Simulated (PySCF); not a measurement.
PySCF input file for disilane (H6Si2), SMILES [SiH3][SiH3], TDDFT-B3LYP/def2-SVPD. The structure is a stationary point at B3LYP-D3(BJ)/def2-TZVP.

```python
import numpy as np
from pyscf import gto, scf, dft, tdscf

mol = gto.M(
    atom='''
    Si    0.00000000   -0.00000000   -1.17216115
    Si   -0.00000000    0.00000000    1.17216115
    H    -1.20763239   -0.69059030   -1.68664612
    H     1.20188493   -0.70054517   -1.68664613
    H     0.00574744    1.39113548   -1.68664612
    H    -1.20763238    0.69059030    1.68664613
    H     1.20188494    0.70054517    1.68664612
    H     0.00574745   -1.39113548    1.68664612
    ''',
    basis='def2-SVPD',
    charge=0,
    spin=0,
    symmetry=True,
    max_memory=1600,
    verbose=4,
)
mf = dft.RKS(mol, xc='b3lyp').density_fit(auxbasis='def2-universal-jkfit')
mf.grids.level = 3
mf.conv_tol = 1e-9
mf.max_cycle = 100
mf.kernel()
mf.grids = dft.Grids(mol).set(level=1).build(with_non0tab=True)  # coarser grid for the response kernel
td = tdscf.TDDFT(mf)
td.singlet = True
td.nstates = 10
td.conv_tol = 1e-4
td.kernel(x0=td.get_init_guess(mf, 15))
td.analyze()
tt = tdscf.TDA(mf)
tt.singlet = False
tt.nstates = 4
tt.conv_tol = 1e-4
tt.kernel(x0=tt.get_init_guess(mf, 9))
tt.analyze(verbose=3)
```

Output:

```
PySCF version 2.14.0

[INPUT] verbose = 4
[INPUT] num. atoms = 8
[INPUT] num. electrons = 34
[INPUT] charge = 0
[INPUT] spin (= nelec alpha-beta = 2S) = 0
[INPUT] symmetry True subgroup None
[INPUT] Mole.unit = angstrom
[INPUT] Symbol           X                Y                Z      unit          X                Y                Z       unit  Magmom
[INPUT]  1 Si     0.000000000000   0.000000000000  -1.172161150000 AA    0.000000000000   0.000000000000  -2.215063547355 Bohr   0.0
[INPUT]  2 Si     0.000000000000   0.000000000000   1.172161150000 AA    0.000000000000   0.000000000000   2.215063547355 Bohr   0.0
[INPUT]  3 H     -1.207632390000  -0.690590300000  -1.686646120000 AA   -2.282094476254  -1.305026531281  -3.187299235860 Bohr   0.0
[INPUT]  4 H      1.201884930000  -0.700545170000  -1.686646130000 AA    2.271233350942  -1.323838509187  -3.187299254758 Bohr   0.0
[INPUT]  5 H      0.005747440000   1.391135480000  -1.686646120000 AA    0.010861087517   2.628865059365  -3.187299235860 Bohr   0.0
[INPUT]  6 H     -1.207632380000   0.690590300000   1.686646130000 AA   -2.282094457357   1.305026531281   3.187299254758 Bohr   0.0
[INPUT]  7 H      1.201884940000   0.700545170000   1.686646120000 AA    2.271233369839   1.323838509187   3.187299235860 Bohr   0.0
[INPUT]  8 H      0.005747450000  -1.391135480000   1.686646120000 AA    0.010861106415  -2.628865059365   3.187299235860 Bohr   0.0

nuclear repulsion = 90.7435703643831
point group symmetry = D3, use subgroup C2
symmetry origin: [-5.55801813e-10  1.30614473e-17  0.00000000e+00]
symmetry axis x: [1.65014625e-18 1.00000000e+00 3.98554015e-10]
symmetry axis y: [ 5.32922465e-10 -3.98554015e-10  1.00000000e+00]
symmetry axis z: [ 1.00000000e+00 -1.43774787e-18 -5.32922465e-10]
num. orbitals of irrep A = 48
num. orbitals of irrep B = 48
number of shells = 44
number of NR pGTOs = 144
number of NR cGTOs = 96
basis = def2-SVPD
ecp = {}


[settings echo left out]
init E= -582.131479080257
HOMO (A) = -0.307772795752277  LUMO (A) = -0.024607669691989  gap/eV = 7.70532
cycle= 1 E= -582.434705667427  delta_E= -0.303  |g|= 0.114  |ddm|= 2.67
HOMO (A) = -0.303991128495243  LUMO (B) = 0.00437449066025186  gap/eV = 8.39106
cycle= 2 E= -582.437951629415  delta_E= -0.00325  |g|= 0.0419  |ddm|= 0.344
HOMO (A) = -0.296359252116251  LUMO (B) = 0.00567066904144831  gap/eV = 8.21865
cycle= 3 E= -582.438533918825  delta_E= -0.000582  |g|= 0.0169  |ddm|= 0.111
HOMO (A) = -0.301399201730695  LUMO (B) = 0.00402117765740506  gap/eV = 8.31091
cycle= 4 E= -582.438655694299  delta_E= -0.000122  |g|= 0.00112  |ddm|= 0.0304
HOMO (A) = -0.300938399901876  LUMO (B) = 0.00429716390535395  gap/eV = 8.30588
cycle= 5 E= -582.438656288913  delta_E= -5.95e-07  |g|= 0.000236  |ddm|= 0.00461
HOMO (A) = -0.300954897481351  LUMO (B) = 0.00427815084514149  gap/eV = 8.30581
cycle= 6 E= -582.438656309078  delta_E= -2.02e-08  |g|= 1.08e-05  |ddm|= 0.000576
HOMO (A) = -0.300953056584929  LUMO (B) = 0.00427986089490506  gap/eV = 8.30581
cycle= 7 E= -582.438656309147  delta_E= -6.82e-11  |g|= 1.38e-06  |ddm|= 4.72e-05
HOMO (A) = -0.300953316218005  LUMO (B) = 0.00427973584649122  gap/eV = 8.30581
Extra cycle  E= -582.438656309149  delta_E= -2.73e-12  |g|= 6.64e-07  |ddm|= 5.19e-06
converged SCF energy = -582.438656309149
tot grids = 27656


******** <class 'pyscf.tdscf.rks.TDDFT'> for <class 'pyscf.df.df_jk.DFSymAdaptedRKS'> ********
nstates = 10 singlet
deg_eia_thresh = 1.000e-03
wfnsym = None
conv_tol = 0.0001
eigh lindep = 1e-12
eigh level_shift = 0
eigh max_cycle = 100


Excitation energies (eV)
[7.40998339 7.45898624 7.45899004 7.67733271 8.06106    8.06106192
 8.41785066 8.55380703 8.55389609 8.55972265]

** Singlet excitation energies and oscillator strengths **
Excited State   1:    A      7.40998 eV    167.32 nm  f=0.0000
      17 -> 19        0.70494
Excited State   2:    B      7.45899 eV    166.22 nm  f=0.0245
      17 -> 21        0.67581
Excited State   3:    A      7.45899 eV    166.22 nm  f=0.0245
      17 -> 20        0.67581
Excited State   4:    B      7.67733 eV    161.49 nm  f=0.4665
      15 -> 21       -0.11825
      16 -> 20        0.11824
      17 -> 18       -0.68049
Excited State   5:    B      8.06106 eV    153.81 nm  f=0.0000
      17 -> 23       -0.70562
Excited State   6:    A      8.06106 eV    153.81 nm  f=0.0000
      17 -> 22        0.70562
Excited State   7:    A      8.41785 eV    147.29 nm  f=0.0000
      15 -> 20       -0.49621
      16 -> 21       -0.49618
Excited State   8:    A      8.55381 eV    144.95 nm  f=0.0423
      16 -> 18        0.69388
Excited State   9:    B      8.55390 eV    144.94 nm  f=0.0423
      15 -> 18       -0.69388
Excited State  10:    B      8.55972 eV    144.85 nm  f=0.0000
      16 -> 19        0.70010

** Transition electric dipole moments (AU) **
state          X           Y           Z        Dip. S.      Osc.
  1         0.0000      0.0000     -0.0000      0.0000      0.0000
  2        -0.0000      0.3661      0.0000      0.1341      0.0245
  3         0.3660     -0.0000     -0.0000      0.1340      0.0245
  4        -0.0000     -0.0000      1.5748      2.4800      0.4665
  5         0.0000     -0.0048     -0.0000      0.0000      0.0000
  6        -0.0048      0.0000      0.0000      0.0000      0.0000
  7        -0.0001      0.0000     -0.0000      0.0000      0.0000
  8         0.4492     -0.0000      0.0000      0.2017      0.0423
  9        -0.0000      0.4491      0.0001      0.2017      0.0423
 10         0.0000     -0.0018     -0.0000      0.0000      0.0000

** Transition velocity dipole moments (imaginary part, AU) **
state          X           Y           Z        Dip. S.      Osc.
  1         0.0000     -0.0000      0.0000      0.0000      0.0000
  2        -0.0000      0.1053      0.0000      0.0111      0.0270
  3         0.1053      0.0000      0.0000      0.0111      0.0269
  4        -0.0000     -0.0000      0.4601      0.2117      0.5001
  5         0.0000     -0.0015     -0.0000      0.0000      0.0000
  6        -0.0015      0.0000     -0.0000      0.0000      0.0000
  7        -0.0000     -0.0000      0.0000      0.0000      0.0000
  8         0.1437     -0.0000     -0.0000      0.0207      0.0438
  9         0.0000      0.1437      0.0000      0.0207      0.0438
 10         0.0000     -0.0006     -0.0000      0.0000      0.0000

** Transition magnetic dipole moments (imaginary part, AU) **
state          X           Y           Z
  1        -0.0002      0.0000     -0.0000
  2         0.0000      0.0064      0.0000
  3         0.0064      0.0000      0.0000
  4         0.0000     -0.0000      0.0018
  5         0.0000      0.6686      0.0001
  6         0.6683     -0.0000      0.0000
  7        -0.0000      0.0000     -0.0000
  8         0.0020     -0.0000      0.0000
  9        -0.0000      0.0021      0.0000
 10        -0.0000      1.6787      0.0002


******** <class 'pyscf.tdscf.rks.TDA'> for <class 'pyscf.df.df_jk.DFSymAdaptedRKS'> ********
nstates = 4 triplet
deg_eia_thresh = 1.000e-03
wfnsym = None
conv_tol = 0.0001
eigh lindep = 1e-12
eigh level_shift = 0
eigh max_cycle = 100


Excitation energies (eV)
[6.55533851 6.55547894 6.82875707 7.0800065 ]

** Triplet excitation energies and oscillator strengths **
Excited State   1:    B      6.55534 eV    189.13 nm  f=0.0000
Excited State   2:    A      6.55548 eV    189.13 nm  f=0.0000
Excited State   3:    B      6.82876 eV    181.56 nm  f=0.0000
Excited State   4:    A      7.08001 eV    175.12 nm  f=0.0000
```

The run converged.

Cost: around 40 core-seconds (rough).
